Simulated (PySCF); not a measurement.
# 3-methylisoxazole: geometry, NMR shifts, spin-spin couplings and electronic excitations

What NMR shifts, spin-spin couplings and electronic excitations should 3-methylisoxazole (`Cc1ccon1`) show?

Computed with PySCF 2.14.0, with density-fitted response routines of our own, on a single molecule in the gas phase. Atoms count from 0, in the outputs and in this text.

## 1. The starting structure

11 atoms, charge 0, multiplicity 1; geometry from: GFN2-xTB.

Bonds of the start (Å): C0–C1 1.48, C1–C2 1.42, C2–C3 1.36, C3–O4 1.34, O4–N5 1.35, N5–C1 1.31, C0–H6 1.09, C0–H7 1.09, C0–H8 1.09, C2–H9 1.07, C3–H10 1.07.

## 2. Relaxing the molecule at PBE0-D3(BJ)/def2-SVP

What the job is given:

```
{"job": {"xc": "PBE0", "basis": "def2-SVP", "d3": "d3bj", "grid": 1, "kind": "geom"}, "charge": 0, "multiplicity": 1}
C     -1.708055     0.009842     0.177007
C     -0.252311    -0.231022     0.030059
C      0.783627     0.735990    -0.095399
C      1.910822    -0.017099    -0.202729
O      1.594459    -1.313526    -0.148676
N      0.254545    -1.434511    -0.004534
H     -1.899191     0.628964     1.051797
H     -2.090173     0.532380    -0.698557
H     -2.225031    -0.938969     0.283535
H      0.689300     1.800975    -0.101083
H      2.947431     0.229647    -0.317382
```

**Question.** This job is followed by: GIAO PBE0/pcSseg-1 NMR shielding, non-relativistic, gas phase; B3LYP/pcJ-1 indirect spin-spin coupling, non-relativistic, gas phase; TDDFT CAM-B3LYP/def2-SVPD, vertical, gas phase, core orbitals frozen in the response; GIAO KT2/pcSseg-2 NMR shielding, non-relativistic, gas phase. What will the session give for the following? point group; rotational constants (main isotopes); ¹³C shifts against TMS (PBE0/pcSseg-1); ¹H shifts against TMS (PBE0/pcSseg-1, means over atoms taken as alike); ¹⁷O shifts against H2O (PBE0/pcSseg-1); ¹⁵N shifts against NH3 (PBE0/pcSseg-1); largest coupling of the table (B3LYP/pcJ-1); lowest singlet (CAM-B3LYP/def2-SVPD); brightest single state of those computed; lowest triplet; vertical ionisation energy (ΔSCF); range of the shift of N5.

As calculated:

```
                                                              quantity                          value
                                                           point group                             Cs
                                  rotational constants (main isotopes)           9.25, 3.56, 2.61 GHz
                                ¹³C shifts against TMS (PBE0/pcSseg-1)  163.2, 161.7, 109.0, 13.1 ppm
¹H shifts against TMS (PBE0/pcSseg-1, means over atoms taken as alike)           8.27, 6.22, 2.39 ppm
                                ¹⁷O shifts against H2O (PBE0/pcSseg-1)                      403.1 ppm
                                ¹⁵N shifts against NH3 (PBE0/pcSseg-1)                      411.3 ppm
                           largest coupling of the table (B3LYP/pcJ-1)       ¹J(C,H) C3–H10, 209.2 Hz
                                  lowest singlet (CAM-B3LYP/def2-SVPD)    6.68 eV (185 nm), f = 0.005
                              brightest single state of those computed    state 7, 8.45 eV, f = 0.249
                                                        lowest triplet                        4.40 eV
                                     vertical ionisation energy (ΔSCF)                       10.00 eV
                                              range of the shift of N5             388.5 to 411.3 ppm
```

What this shows: The optimisation took 4 steps and gained 0.030 eV; among the close pairs (by a distance rule), C2–H9 changed most, from 1.069 to 1.087 Å. No frequency check was run at this level, so the end point may be a saddle. At PBE0/pcSseg-1: Shielding is most anisotropic at N5 (span 409 ppm, paramagnetic term -468 ppm). In the run at B3LYP/pcJ-1, the largest coupling of the table is C3–H10, 209.2 Hz, of which the Fermi-contact term gives 208.6 Hz. The lowest singlet, at 6.68 eV, is HOMO−2→LUMO 0.94 and is weak; of the 10 states computed, the strongest absorption comes from state 7 at 8.45 eV. The lowest triplet lies 2.29 eV below the lowest singlet (triplets in Tamm-Dancoff, singlets in full TDDFT). The orbital energy would give 9.10 eV for ionisation, ΔSCF gives 10.00 eV. Across the 2 runs the shift of N5 moves most, between 388.5 (KT2/pcSseg-2) and 411.3 ppm (PBE0/pcSseg-1).
